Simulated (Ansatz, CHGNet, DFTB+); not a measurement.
Ladder of methods for the elastic constant C44 of hcp Os

Reference value: 269 GPa (measured, 0 K, extrapolated to 0 K (read from the set's bulk modulus against, 405 at 300 K); as tabulated in Liu et al. (2023), arXiv:2002.00005).

Q: Put these levels in order of the elastic constant C44 that they give for hcp Os, smallest first: CHGNet 0.3.0, GFN1-xTB as cut by DFTB+, LDA (Ansatz, an electronic-structure program), r²SCAN (Ansatz).

A: CHGNet 0.3.0 (45.6 GPa), GFN1-xTB as cut by DFTB+ (248 GPa), r²SCAN (276 GPa), LDA (285 GPa)

Unless a cell is named, each level is at its own relaxed cell (GFN1-xTB as cut by DFTB+ 14.43, CHGNet 0.3.0 14.36, LDA 13.70, r²SCAN 14.02 Å³/atom).

Differences against the reference: GFN1-xTB as cut by DFTB+ -7.8 %, CHGNet 0.3.0 -83 %, LDA +5.9 %, r²SCAN +2.6 %.

The measured value isn't corrected to a static lattice, so vibrations enter the comparison.  Density-functional levels without +SOC have no spin–orbit coupling. GFN1-xTB as cut by DFTB+: the method was fitted mainly to molecules. GFN1-xTB as cut by DFTB+: codes differ in how they cut the long-range tail of xTB's charge interaction in a crystal, so the value belongs to this code. Each level is taken at its own relaxed cell. Cutoffs differ between the levels. Ansatz's density-functional and Hartree–Fock values are scalar-relativistic unless marked +SOC, with PAW data made under PBE.

Machine-learned potentials (CHGNet 0.3.0) are trained on DFT data: a solid inside that data is no test of them.

Differences are worked out from the printed values.
